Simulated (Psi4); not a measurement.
**C2H2FO+ (SMILES [O+]#CCF), run twice**

Aim: the charge distribution of C2H2FO+ at revB3LYP/6-311+G** (density fitting, IEF-PCM chlorobenzene).

The results are computed with Psi4 1.11.

2 further runs of the same task are left out: 2 set aside as unsound or not needed.

**1. The system as given**

C2H2FO+: 6 atoms, total charge +1, spin state singlet. SMILES: `[O+]#CCF`. The coordinates come from a GFN2-xTB relaxation.

Bond lengths: O1–C2 1.108 Å, C2–C3 1.418 Å, C3–F4 1.351 Å, C3–H5 1.115 Å, C3–H6 1.114 Å. Angles: O1–C2–C3 178.4°, C2–C3–F4 110.5°, C2–C3–H5 110.4°, C2–C3–H6 110.6°, F4–C3–H5 108.6°, F4–C3–H6 108.6°, H5–C3–H6 108.1°.

**2. First attempt**

Input file calc.py:

```python
import psi4

psi4.set_memory('1600 MB')
psi4.set_num_threads(1)
psi4.core.set_output_file('output.dat', False)

m = psi4.geometry("""
1 2
O     -1.265800    -1.593990     0.417170
C     -0.611290    -0.722430     0.216160
C      0.249990     0.369390    -0.063400
F      1.209080     0.002270    -0.941840
H      0.742170     0.725860     0.870880
H     -0.324150     1.218910    -0.498970
units angstrom
symmetry c1
""")

options = {'basis': '6-311+G**', 'pcm': True}
psi4.set_options(options)
psi4.pcm_helper("""
  Units = Angstrom
  Medium {
    SolverType = IEFPCM
    Solvent = Chlorobenzene
  }
  Cavity {
    Type = GePol
    RadiiSet = UFF
    Scaling = False
    Area = 0.5
    Mode = Implicit
  }
""")

result, w = psi4.energy('revb3lyp', molecule=m, return_wfn=True)
psi4.oeprop(w, 'NO_OCCUPATIONS', 'MBIS_CHARGES', 'ESP_AT_NUCLEI', 'MULLIKEN_CHARGES', 'DIPOLE', title='REVB3LYP')
print('E =', round(result, 9))
```

Started as:

```console
$ python calc.py
```

stdout:

```text
qcelemental.exceptions.ValidationError: Inconsistent or unspecified chg/mult: sys chg: None, frag chg: [1.0], sys mult: None, frag mult: [2]
```

It took 1.1 s on 1 thread of Intel Xeon Platinum 8259CL at 2.50GHz (Skylake/Cascade Lake), shared host; peak memory 0.13 GiB.

**3. Reading the log**

The program refused the input.

The telling line is `qcelemental.exceptions.ValidationError: Inconsistent or unspecified chg/mult: sys chg: None, frag chg: [1.0], sys mult: None, frag mult: [2]`. The fault: the spin state typed doesn't suit the molecule. To mend it: multiplicity 1 in place of 2.

**4. Second attempt**

Input file c2h2fo.py:

```python
import psi4

psi4.set_memory('1600 MB')
psi4.set_num_threads(1)
psi4.set_output_file('psi4.out', False)

geom = psi4.geometry("""
1 1
O     -1.265800    -1.593990     0.417170
C     -0.611290    -0.722430     0.216160
C      0.249990     0.369390    -0.063400
F      1.209080     0.002270    -0.941840
H      0.742170     0.725860     0.870880
H     -0.324150     1.218910    -0.498970
units angstrom
symmetry c1
""")

psi4.set_options({
    'basis': '6-311+G**',
    'pcm': True,
})
psi4.pcm_helper("""
  Units = Angstrom
  Medium {
    SolverType = IEFPCM
    Solvent = Chlorobenzene
  }
  Cavity {
    Type = GePol
    RadiiSet = UFF
    Scaling = False
    Area = 0.5
    Mode = Implicit
  }
""")

e, wfn = psi4.energy('revb3lyp', return_wfn=True)
psi4.oeprop(wfn, 'NO_OCCUPATIONS', 'MBIS_CHARGES', 'ESP_AT_NUCLEI', 'MULLIKEN_CHARGES', 'DIPOLE')
print('E =', round(e, 9))
```

Started as:

```console
$ python c2h2fo.py
```

psi4.out:

```text
[...]
  Running in c1 symmetry.
[...]
  Nuclear repulsion =  108.357207028323515
[...]
  Multiplicity = 1
[...]
  Nalpha       = 15
  Nbeta        = 15
[...]
    Number of basis functions: 100
[...]
   @DF-RKS iter   1:  -252.01198466417767   -1.04634e-01   4.89728e-03 DIIS/ADIIS
[...]
   @DF-RKS iter   8:  -252.09623856048125   -1.75652e-07   9.60661e-07 DIIS
[...]
    Orbital Energies [Eh]
    ---------------------
    Doubly Occupied:
       1A    -24.765445     2A    -19.369567     3A    -10.468016
       4A    -10.389233     5A     -1.324580     6A     -1.316753
       7A     -0.911827     8A     -0.700528     9A     -0.660184
      10A     -0.644769    11A     -0.643826    12A     -0.590636
      13A     -0.585246    14A     -0.489418    15A     -0.457595
[...]
  @DF-RKS Final Energy:  -252.09623856048125
   => Energetics <=
    Nuclear Repulsion Energy =            108.3572070283235149
    One-Electron Energy =                -551.4833570076752949
    Two-Electron Energy =                 215.4247831772284201
    DFT Exchange-Correlation Energy =     -24.2962636129657739
    Empirical Dispersion Energy =           0.0000000000000000
    VV10 Nonlocal Energy =                  0.0000000000000000
    PCM Polarization Energy =              -0.0986081453921317
    Total Energy =                       -252.0962385604812539
[...]
 Multipole Moments:
 ------------------------------------------------------------------------------------
     Multipole            Electronic (a.u.)      Nuclear  (a.u.)        Total (a.u.)
 ------------------------------------------------------------------------------------
 L = 1.  Multiply by 2.5417464519 to convert [e a0] to [Debye]
 Dipole X            :         -0.1185918           -0.7365261           -0.8551179
 Dipole Y            :         -1.4637449            2.2389591            0.7752142
 Dipole Z            :         -0.4348648            1.3774814            0.9426166
 Magnitude           :                                                    1.4902046
[...]
  Mulliken Charges: (a.u.)
   Center  Symbol    Alpha    Beta     Spin     Total
       1     O     3.97974  3.97974  0.00000  0.04052
       2     C     2.64959  2.64959  0.00000  0.70083
       3     C     3.12554  3.12554  0.00000 -0.25108
       4     F     4.54473  4.54473  0.00000 -0.08945
       5     H     0.35020  0.35020  0.00000  0.29960
       6     H     0.35021  0.35021  0.00000  0.29958
   Total alpha = 15.00000, Total beta = 15.00000, Total charge =  1.00000
[...]
```

Standard output:

```text
E = -252.09623856
```

Run time: 15 s. Hardware: 1 thread of Intel Xeon Platinum 8259CL at 2.50GHz (Skylake/Cascade Lake), shared host; peak memory 0.56 GiB.

Atomic charges (e):

| atom | MBIS | Mulliken |
| --- | --- | --- |
| O1 | -0.117 | +0.041 |
| C2 | +0.880 | +0.701 |
| C3 | -0.155 | -0.251 |
| F4 | -0.128 | -0.089 |
| H5 | +0.260 | +0.300 |
| H6 | +0.260 | +0.300 |

**5. Outcome**

Level: revB3LYP/6-311+G** (density fitting, IEF-PCM chlorobenzene).

| quantity | value |
| --- | --- |
| total energy | -252.09624 Eh |
| HOMO energy | -12.45 eV |
| LUMO energy | -5.16 eV |
| HOMO–LUMO gap | 7.29 eV |
| solvent term in the energy | -258.9 kJ/mol |
